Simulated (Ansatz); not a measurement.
**How far each method lies from full CI for BO, doublet**

Geometry: that of the BO, quartet, kept fixed.

```tsv
atom	x (Å)	y (Å)	z (Å)
B	0.0000	0.0000	0.0000
O	0.0000	0.0000	1.4032
```

Basis 6-31G; Ansatz 0.2.0. Only valence electrons are correlated (noble-gas cores frozen), which leaves 9 electrons in 16 orbitals. R marks a restricted (for open shells ROHF) determinant, U an unrestricted one. Active spaces: valence = (9e, 8o) chosen from the atoms' valence shells.

Full CI is exact within this basis and frozen core; it isn't the basis-set limit. The frozen core follows each run's orbitals, which can shift R against U totals by a few meV.

Unrestricted rows (U) aren't spin-pure: their determinants' ⟨S²⟩ exceeds S(S+1) by up to 0.30, so they mix in states of higher spin. For open shells CISD and CISDTQ are restricted-active-space CI with the open shells as a complete middle space.

* UHF ⟨S²⟩: 1.054
* T1 diagnostic (RCCSD): 0.0515
* largest doubles amplitude (RCCSD): 0.094
* T1 diagnostic (UCCSD): 0.0623

```tsv
level	E − E(full CI) (kJ/mol)	share of correlation (%)	wall time
RHF	560.9	0.00	–
UHF	538.8	3.95	–
RMP2	22.2	96.04	–
UMP2	51.1	90.88	–
CISD	69.3	87.65	0.51 s
RCCSD	36.9	93.42	–
UCCSD*	36.0	93.58	–
RCCSD(T)	5.0	99.11	0.54 s
UCCSD(T)*	11.6	97.93	0.87 s
BCCD(T)	4.9	99.13	0.6 s
RCCSDT	1.7	99.70	–
UCCSDT	1.5	99.73	–
CISDTQ	4.8	99.14	3.5 s
RCCSDT(Q)	1.9	99.65	3.7 s
UCCSDT(Q)	-2.9	100.51	3.7 s
RCCSDTQ	-0.5	100.09	33 s
UCCSDTQ	-0.3	100.06	33 s
CASSCF (valence space)	165.4	70.51	–
NEVPT2 (valence space)	41.6	92.58	1.9 s
MRCISD (valence space)	8.5	98.48	–
MRCISD+Q (valence space)	4.8	99.14	2.6 s
MRCISD+Q(relaxed) (valence space)	0.0	100.00	3.2 s
```

An asterisk marks runs whose energy the program itself flagged as in doubt.

The correlation energy at full CI, counted from RHF, is -5.814 eV. That run took 25 s on 1 thread of Arm Neoverse V1, shared host over 1,989,600 determinants.

Times hold each run's SCF and search for its determinant on a shared host, so for small cases they say little of a method's own cost; they ran on 1 thread of Arm Neoverse V1.

Not variational, and here over 5 meV under the exact energy: UCCSDT(Q), RCCSDTQ.

The full-CI state has the irrep A1 of C2v, in the program's axes (one component, if the state is degenerate).

Natural occupations of full CI about the gap: 1.986 1.943 1.908 1.908 1.007 0.089 0.089 0.034 0.012 0.008; effectively unpaired electrons, Σ n²(2−n)², 1.14.
